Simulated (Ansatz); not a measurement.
Ansatz (a program for electronic structure) input:

Ansatz 0.2 input:
```yaml
crystal:
  periodic: [false, false, false]
  atoms:
    - {symbol: B, position_ang: [-0.00527615, 0.68628422, -0.03815181]}
    - {symbol: Cl, position_ang: [1.53762474, -0.08886242, 0.01004358]}
    - {symbol: Cl, position_ang: [-1.53607293, -0.11298588, 0.00117754]}
basis:
  gaussian:
    orbitals: def2-TZVPD
hamiltonian:
  xc: {name: PBE-QIDH}
magnetization: {spin_polarized: true, initial_magnetization: 1}
correlation: {electrons: outside_noble_gas}
```

Question: Which total energy does the run end on?

Answer: -944.77649 Eh (PBE-QIDH/def2-TZVPD). The basis has 129 functions.

It need not be the lowest isomer of its formula.
